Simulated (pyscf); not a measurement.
Structures and frequencies: ωB97X-D3(BJ)/def2-SVP in PySCF.

**Question.** What is the homolytic dissociation enthalpy (298 K, ωB97M-D3(BJ)/def2-TZVP) of the F–V bond of F–VH(Cl)(Cl)–Cl (SMILES [F][VH]([Cl])([Cl])[Cl]), to F• + [Cl–VH(Cl)–Cl]•?

**Answer.** F–V to F• + [Cl–VH(Cl)–Cl]•: 283.0 kJ/mol. The 7 functionals that were run give +247.9 (M06-2X) to +388.1 kJ/mol (PBE). The radicals are drawn with the spin at the cut bond; how far it spreads was not checked. Left out: the spin-orbit lowering of F. Open-shell species with a d-block atom are single-reference here; other states, and whether the spin sits on metal or ligand, were not checked.
